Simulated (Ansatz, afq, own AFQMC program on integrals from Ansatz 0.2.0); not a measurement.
Al$_{2}$H, quartet in 6-31G, levels against full CI

| atom | x (Å) | y (Å) | z (Å) |
| --- | --- | --- | --- |
| Al | 0.0000 | 0.0000 | 0.3526 |
| Al | 0.0000 | 0.0000 | -2.3244 |
| H | 0.0000 | 0.0000 | 1.9718 |

Connectivity, by distances: AlH–Al.

Basis 6-31G. Only valence electrons are correlated. Ansatz 0.2.0 and our own AFQMC program on the same integrals; the CISD trial comes from CCSD amplitudes, and released means the phaseless constraint is let go. Free AFQMC starts from the CCSD state and is never constrained. Its projection time is finite, and what remains of the start isn't in its error. Uncertainties: one standard error, sampling alone.

Determinant: UHF, the one that the program's search chose, which needn't be the lowest solution. The geometry is a PBE0/def2-TZVP stationary point of this or a neighbouring charge and spin state.

Full CI is exact in this basis; its frozen core comes from its own orbitals, which moves totals by up to a few meV.

Cautions: another spin lies lower (by 627 meV); the determinant is a saddle point among determinants of its kind; the released energies are still falling, so no released level is given (meV from the phaseless value at times in 1/Eh: 0 ± 5 at 0.24, -1 ± 5 at 0.50, -9 ± 4 at 1.00, -15 ± 5 at 1.50); full CI with its own frozen core.

- T1 diagnostic: 0.0361
- weight of the determinant in the CISD state: 0.878
- ⟨S²⟩ of the determinant: 3.778
- size of the correlated space: 7 electrons in 18 orbitals

```json
{"level": "MP2", "correlation energy (eV)": "-1.4283"}
{"level": "CCSD", "correlation energy (eV)": "-2.0738"}
{"level": "CCSD(T)", "correlation energy (eV)": "-2.1405"}
```

(1) Estimate where free-projection AFQMC lies against CCSD(T) on the same integrals.

(1) 35.9 ± 5.0 meV below CCSD(T).

Reference: full CI, correlation energy -2.184 eV. CCSDTQ lies 0.6 meV above full CI, in part by the other frozen core, which shifts every row alike, so rows that close can't be ranked against it.

| level | E − E(reference) (meV) | share of correlation (%) |
| --- | --- | --- |
| CCSD(T) | 43.2 | 98.02 |
| CCSDT | 14.5 | 99.34 |
| CCSDT(Q) | 5.5 | 99.75 |
| CCSDTQ | 0.6 | 99.97 |
| ph-AFQMC/CISD | 26.8 ± 4.7 | 98.77 |
| free AFQMC | 7.3 ± 5.0 | 99.67 |

CCSDT and higher add their correlation energy to the determinant of the CCSD(T) run, since their own runs factorise the integrals more tightly (a shift of under 2 meV). Free projections are given only where their last times agree within the noise and don't stop above the reference; a slow remainder of the start can still hide under it. A walk keeps the symmetry of its determinant, which the program's search chose and which needn't be the lowest solution, so a lower state of the same spin and another symmetry isn't excluded.
